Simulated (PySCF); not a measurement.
Excitations are Tamm–Dancoff values on a coarser integration grid. The basis has no diffuse functions, so Rydberg states are missing or too high.

Z-matrix (Å, degrees):
```
S
C 1 1.8027
H 2 1.0991 1 107.08
H 2 1.1012 3 108.53 1 -120.57
H 2 1.1012 3 108.53 4 -118.86
C 1 1.8027 2 99.60 3 180.00
H 6 1.0991 1 107.08 2 180.00
H 6 1.1012 7 108.53 1 120.57
H 6 1.1012 7 108.53 8 118.86
```
Charge 0, spin multiplicity 1.

Problem. What S1 excitation (TDA), HOMO, T1 excitation (TDA), S1–T1 gap (TDA) and dipole moment does M06-2X/def2-TZVP // PBE0-D3(BJ)/def2-SVP (PySCF) give?

Solution. 
```
Item                    Value
-------------------  --------
S1 excitation (TDA)   5.44 eV
HOMO                 -7.45 eV
T1 excitation (TDA)   5.03 eV
S1–T1 gap (TDA)       0.40 eV
dipole moment          1.55 D
```
